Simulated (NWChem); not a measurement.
System: BCl3; SMILES ClB(Cl)Cl

Excerpt of the output:

```
             Northwest Computational Chemistry Package (NWChem) 7.3.0
             --------------------------------------------------------

                             Geometry "geometry" -> ""
                             -------------------------

 Output coordinates in angstroms (scale by  1.889725989 to convert to a.u.)

  No.       Tag          Charge          X              Y              Z
 ---- ---------------- ---------- -------------- -------------- --------------
    1 B                    5.0000     0.00000000     0.00000000     0.00000000
    2 Cl                  17.0000     0.88125500     1.51442500     0.00000000
    3 Cl                  17.0000     0.87090300    -1.52040200     0.00000000
    4 Cl                  17.0000    -1.75215800     0.00597700     0.00000000

 Effective nuclear repulsion energy (a.u.)     228.1896010159

  xc_inp: hfexch multiplicative factor not found.
                              NWChem Property Module
                              ----------------------

  itol2e modified to match energy
  convergence criterion.

                                 NWChem DFT Module
                                 -----------------

 Summary of "ao basis" -> "ao basis" (spherical)
 ------------------------------------------------------------------------------
       Tag                 Description            Shells   Functions and Types
 ---------------- ------------------------------  ------  ---------------------
 B                          def2-svp                 6       14   3s2p1d
 Cl                         def2-svp                 8       18   4s3p1d

  itol2e modified to match energy
  convergence criterion.

            General Information
            -------------------
          SCF calculation type: DFT
          Wavefunction type:  closed shell.
          No. of atoms     :     4
          No. of electrons :    56
           Alpha electrons :    28
            Beta electrons :    28
          Charge           :     0
          Spin multiplicity:     1
          Use of symmetry is: off; symmetry adaption is: off
          Maximum number of iterations: 150
          AO basis - number of functions:    68
                     number of shells:    30
          Convergence on energy requested:  1.00D-07
          Convergence on density requested:  1.00D-05
          Convergence on gradient requested:  5.00D-04

              XC Information
              --------------
                     Hartree-Fock (Exact) Exchange  1.000

      Superposition of Atomic Density Guess
      -------------------------------------

 Sum of atomic energies:       -1402.47455226

      Non-variational initial energy
      ------------------------------

 Total energy =   -1403.527897
 1-e energy   =   -2392.280620
 2-e energy   =     760.563122
 HOMO         =      -0.398369
 LUMO         =       0.057019

   convergence    iter        energy       DeltaE   RMS-Dens  Diis-err
 ---------------- ----- ----------------- --------- --------- ---------
 d= 0,ls=0.0,diis     1  -1402.7963291858 -1.63D+03  9.86D-03  3.59D-01
 d= 0,ls=0.0,diis     2  -1402.8397744219 -4.34D-02  3.90D-03  1.30D-01
 d= 0,ls=0.0,diis     3  -1402.8578496057 -1.81D-02  8.88D-04  2.02D-03
 d= 0,ls=0.0,diis     4  -1402.8584439363 -5.94D-04  1.45D-04  4.16D-05
 d= 0,ls=0.0,diis     5  -1402.8584591568 -1.52D-05  3.55D-05  2.44D-06
 d= 0,ls=0.0,diis     6  -1402.8584601177 -9.61D-07  1.34D-05  2.12D-07
 d= 0,ls=0.0,diis     7  -1402.8584602145 -9.68D-08  1.94D-06  6.61D-09

         Total DFT energy =    -1402.858460214547
      One electron energy =    -2392.596579906394
           Coulomb energy =      848.179245711879
    Exchange-Corr. energy =      -86.630727035888
 Nuclear repulsion energy =      228.189601015856

 Numeric. integr. density =        0.000000000000

                       DFT Final Molecular Orbital Analysis
                       ------------------------------------

 Vector   26  Occ=2.000000D+00  E=-4.802670D-01
              MO Center= -5.2D-01,  6.7D-01, -1.5D-15, r^2= 3.4D+00
   Bfn.  Coefficient  Atom+Function         Bfn.  Coefficient  Atom+Function
  ----- ------------  ---------------      ----- ------------  ---------------
    63     -0.490091  4 Cl pz                27      0.451971  2 Cl pz
    60     -0.347189  4 Cl pz                24      0.320184  2 Cl pz
    57     -0.201079  4 Cl pz                21      0.185438  2 Cl pz
    45      0.038120  3 Cl pz                13     -0.035630  1 B  d  1
    42      0.027005  3 Cl pz

 Vector   27  Occ=2.000000D+00  E=-4.802670D-01
              MO Center=  5.2D-01, -6.7D-01, -2.2D-15, r^2= 3.4D+00
   Bfn.  Coefficient  Atom+Function         Bfn.  Coefficient  Atom+Function
  ----- ------------  ---------------      ----- ------------  ---------------
    45      0.543900  3 Cl pz                42      0.385308  3 Cl pz
    27     -0.304963  2 Cl pz                63     -0.238937  4 Cl pz
    39      0.223156  3 Cl pz                24     -0.216041  2 Cl pz
    60     -0.169267  4 Cl pz                21     -0.125123  2 Cl pz
    57     -0.098033  4 Cl pz                11     -0.035630  1 B  d -1

 Vector   28  Occ=2.000000D+00  E=-4.542977D-01
              MO Center=  2.6D-07, -1.3D-07, -5.1D-17, r^2= 4.2D+00
   Bfn.  Coefficient  Atom+Function         Bfn.  Coefficient  Atom+Function
  ----- ------------  ---------------      ----- ------------  ---------------
    62      0.398048  4 Cl py                25      0.344040  2 Cl px
    43     -0.345398  3 Cl px                59      0.288344  4 Cl py
    22      0.249222  2 Cl px                40     -0.250205  3 Cl px
    26     -0.200200  2 Cl py                44     -0.197848  3 Cl py
    56      0.164939  4 Cl py                23     -0.145024  2 Cl py

 Vector   29  Occ=0.000000D+00  E= 8.816792D-02
              MO Center= -3.5D-08,  5.4D-08, -1.0D-17, r^2= 2.8D+00
   Bfn.  Coefficient  Atom+Function         Bfn.  Coefficient  Atom+Function
  ----- ------------  ---------------      ----- ------------  ---------------
     9      0.694695  1 B  pz                 6     -0.557102  1 B  pz
    27     -0.360572  2 Cl pz                45     -0.360572  3 Cl pz
    63     -0.360572  4 Cl pz                24     -0.141167  2 Cl pz
    42     -0.141167  3 Cl pz                60     -0.141167  4 Cl pz
    21     -0.085214  2 Cl pz                39     -0.085214  3 Cl pz

 Vector   30  Occ=0.000000D+00  E= 2.014249D-01
              MO Center=  2.1D-07, -3.4D-07,  1.1D-15, r^2= 4.1D+00
   Bfn.  Coefficient  Atom+Function         Bfn.  Coefficient  Atom+Function
  ----- ------------  ---------------      ----- ------------  ---------------
     3      2.529670  1 B  s                 18     -0.790534  2 Cl s
    36     -0.790534  3 Cl s                 54     -0.790534  4 Cl s
    61     -0.533961  4 Cl px                26      0.461513  2 Cl py
    44     -0.463335  3 Cl py                25      0.268558  2 Cl px
    43      0.265403  3 Cl px                 2     -0.145769  1 B  s

 Vector   31  Occ=0.000000D+00  E= 2.848943D-01
              MO Center=  1.6D-07, -2.4D-07,  1.8D-15, r^2= 3.5D+00
   Bfn.  Coefficient  Atom+Function         Bfn.  Coefficient  Atom+Function
  ----- ------------  ---------------      ----- ------------  ---------------
     2      1.720186  1 B  s                  3     -1.297398  1 B  s
     1      0.304029  1 B  s                 61     -0.276259  4 Cl px
    26      0.238777  2 Cl py                44     -0.239720  3 Cl py
    18      0.166714  2 Cl s                 36      0.166711  3 Cl s
    54      0.166715  4 Cl s                 25      0.138945  2 Cl px

     Multipole analysis of the density
     ---------------------------------

     L   x y z        total         alpha         beta         nuclear
     -   - - -        -----         -----         ----         -------
     0   0 0 0     -0.000000    -28.000000    -28.000000     56.000000

     1   1 0 0     -0.000000     -0.000000     -0.000000      0.000000
     1   0 1 0      0.000000      0.000000      0.000000     -0.000000
     1   0 0 1     -0.000000     -0.000000     -0.000000      0.000000

     2   2 0 0    -32.739675   -156.154474   -156.154474    279.569273
     2   1 1 0      0.000001      0.000022      0.000022     -0.000043
     2   1 0 1     -0.000000     -0.000000     -0.000000      0.000000
     2   0 2 0    -32.739675   -156.154504   -156.154504    279.569332
     2   0 1 1      0.000000      0.000000      0.000000      0.000000
     2   0 0 2    -31.132255    -15.566127    -15.566127      0.000000

          -----------------------
          Electric field gradient
          -----------------------

 1 a.u. = 0.324123 10**(16) esu/cm**3  ( or statvolts/cm**2 ) = 0.97174 10**(22) v/m**2

 ------------------------------------------------------------
   Atom      X         Y         Z
 ------------------------------------------------------------
    1 B    0.00000   0.00000   0.00000
 ------------------------------------------------------------

 Electric field gradient in molecular frame (a.u.)
         XX             YY             ZZ             XY             XZ             YZ
 ------------------------------------------------------------------------------------------
        0.161428       0.161428      -0.322856       0.000000      -0.000000      -0.000000

 Principal components (a.u.) and orientation
 of principal axis w.r.t. absolute frame                      Asymmetry parameter eta
 --------------------------------------------------------------------------------------
       -0.322856       0.161428       0.161428                       0.000000

        0.000000       0.867449      -0.497526
        0.000000       0.497526       0.867449
        1.000000       0.000000       0.000000

 ------------------------------------------------------------
   Atom      X         Y         Z
 ------------------------------------------------------------
    2 Cl   1.66533   2.86185   0.00000
 ------------------------------------------------------------

 Electric field gradient in molecular frame (a.u.)
         XX             YY             ZZ             XY             XZ             YZ
 ------------------------------------------------------------------------------------------
        0.627377      -1.223770       0.596393      -1.628700       0.000000      -0.000000

 Principal components (a.u.) and orientation
 of principal axis w.r.t. absolute frame                      Asymmetry parameter eta
 --------------------------------------------------------------------------------------
       -2.171522       1.575130       0.596393                       0.450715

        0.502951       0.864315       0.000000
        0.864315      -0.502951       0.000000
        0.000000       0.000000       1.000000

 ------------------------------------------------------------
   Atom      X         Y         Z
 ------------------------------------------------------------
    3 Cl   1.64577  -2.87314   0.00000
 ------------------------------------------------------------

 Electric field gradient in molecular frame (a.u.)
         XX             YY             ZZ             XY             XZ             YZ
 ------------------------------------------------------------------------------------------
        0.649513      -1.245906       0.596394       1.615920       0.000000       0.000000

 Principal components (a.u.) and orientation
 of principal axis w.r.t. absolute frame                      Asymmetry parameter eta
 --------------------------------------------------------------------------------------
       -2.171523       1.575130       0.596394                       0.450714

       -0.497043       0.867726       0.000000
        0.867726       0.497043       0.000000
        0.000000       0.000000       1.000000

 ------------------------------------------------------------
   Atom      X         Y         Z
 ------------------------------------------------------------
    4 Cl  -3.31110   0.01129   0.00000
 ------------------------------------------------------------

 Electric field gradient in molecular frame (a.u.)
         XX             YY             ZZ             XY             XZ             YZ
 ------------------------------------------------------------------------------------------
       -2.171479       1.575086       0.596393       0.012781       0.000000      -0.000000

 Principal components (a.u.) and orientation
 of principal axis w.r.t. absolute frame                      Asymmetry parameter eta
 --------------------------------------------------------------------------------------
       -2.171522       1.575129       0.596393                       0.450715

        0.999994       0.003411       0.000000
       -0.003411       0.999994       0.000000
        0.000000       0.000000       1.000000
```

Level: Hartree-Fock/def2-SVP. The geometry was optimised at B3LYP/6-31G* (spherical d). NWChem prints the field gradient with the sign opposite to the second derivative of the potential.

### Question
Write an input that gives this output.

### Answer
This is not unique; one that fits is the input that was run:
```
start job
memory heap 200 mb stack 900 mb global 1100 mb
geometry units angstroms noautosym nocenter noautoz
  B      0.000000     0.000000     0.000000
  Cl     0.881255     1.514425     0.000000
  Cl     0.870903    -1.520402     0.000000
  Cl    -1.752158     0.005977     0.000000
end
basis spherical
  * library def2-svp
end
dft
  xc hfexch
  iterations 150
end
property
  efieldgrad
end
task dft property
```
